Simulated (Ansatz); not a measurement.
Relaxed structures of CH$_{3}$SSi, doublet (PBE0-D4/def2-TZVP; forces vanish, vibrations not checked; lower isomers may exist, and structures with a doubtful reference or unclear bonds are left out; Å). Ansatz 0.2.0; basis: def2-TZVPP; cores frozen in the correlated methods; orbitals are unrestricted.

(1) Rank them by CCSD(T) energy, lowest first, and give each one's height above the lowest. Links in brackets join atoms within 1.22 times the sum of their covalent radii (1.1 for two metals). (Judge from chemistry; the value comes from the calculation.)
A.
CH₃SSi ([CH3][Si][S])
```
6
angstrom
C -0.0619 0.4786 -0.7738
Si -0.2542 -0.7028 0.6846
S 0.6727 -2.4195 0.7837
H -0.6330 0.0667 -1.6113
H -0.4360 1.4755 -0.5414
H 0.9922 0.5219 -1.0563
```
B.
CH₃SSi ([CH2][SiH][S])
```
6
angstrom
C -0.2628 0.5828 -0.7469
Si 0.2062 -0.4284 0.6653
S 0.7707 -2.2984 0.5580
H -0.2517 0.1823 -1.7552
H -0.5717 1.6196 -0.6503
H 0.1094 0.3422 1.9291
```
C.
CH₃SSi ([CH2]1[SiH][S]1)
```
6
angstrom
C -0.3518 0.7909 -0.7355
Si 0.5110 -0.0116 0.6957
S 1.1389 1.7666 -0.1919
H -0.2350 0.3591 -1.7241
H -1.2858 1.3301 -0.6055
H -0.1227 0.1093 2.0472
```

No T1 diagnostic of these runs exceeds 0.023. ⟨S²⟩ of the unrestricted Hartree–Fock references: 0.76 to 0.81 (a pure state has 0.75). The unrestricted reference is spin-contaminated, which hurts MP2 most.

## Answers

(1) By the calculation: A (0.0 kJ/mol), B (66.4 kJ/mol), C (93.7 kJ/mol). Heights count from the lowest.

For scale, one of the runs: CCSD(T)/def2-TZVPP, 157 basis functions, launched by `ansatz run in.yaml --threads 2 --pin off --events-out ev --progress --plain --max-ram 4352MiB`. Time: 100 s of wall clock on 2 CPU threads of an Arm Neoverse N1; the host was shared. Peak host memory: 2.4 GiB.
